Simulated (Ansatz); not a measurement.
What a trial cell of IrOs relaxes into

Computed with DFT r2SCAN, scalar-relativistic, plane waves, PAW (Ansatz). Cutoff 500 eV, Γ-centred k mesh, Gaussian smearing, no spin polarisation in the final step.

IrOs was placed on the rock salt structure type (Fm-3m, No. 225), with Ir in place of Na, Os in place of Cl, at a guessed volume.

```
Os Ir
1.0
     0.00000    2.42942    2.42942
     2.42942    0.00000    2.42942
     2.42942    2.42942    0.00000
Os Ir
1 1
Direct
  0.50000 0.50000 0.50000
  0.00000 0.00000 0.00000
```

Cell and atoms relax at zero pressure; the relaxation can't lower the symmetry of the start. After a coarse first stage the cell is made exact in the group found at 0.06 Å.

Energies over the elements count from the elements' standard structures at the same level, with no empirical corrections.

(1) Which crystal results?

(2) What are its volume, energy, density and gap?

## Answers

(1) It keeps Fm-3m (No. 225). The result still has the rock salt structure. Conventional cell: a = 5.093 Å. Os has 6 Ir at 2.55 Å; Ir has 6 Os at 2.55 Å.

```xyz
2
Lattice="0.0000 2.5466 2.5466 2.5466 0.0000 2.5466 2.5466 2.5466 0.0000" Properties=species:S:1:pos:R:3 pbc="T T T"
Os    2.5466    2.5466    2.5466
Ir    0.0000    0.0000    0.0000
```

(2) The volume per atom is 16.52 Å³. The density is 19.23 g/cm³, the energy over the elements is 1.38 eV/atom and the gap on the 18×18×18 mesh is 0 eV (a metal).

The final run used a 18×18×18 mesh on its 2-atom cell and 0.10 eV smearing. For metals, differences of a few meV/atom aren't resolved. Spin–orbit coupling is left out. A structure relaxed within its symmetry needn't be a true minimum.

Cost: 3 runs of about 1.1 core-minutes in all, on Arm Neoverse V2 (shared hosts).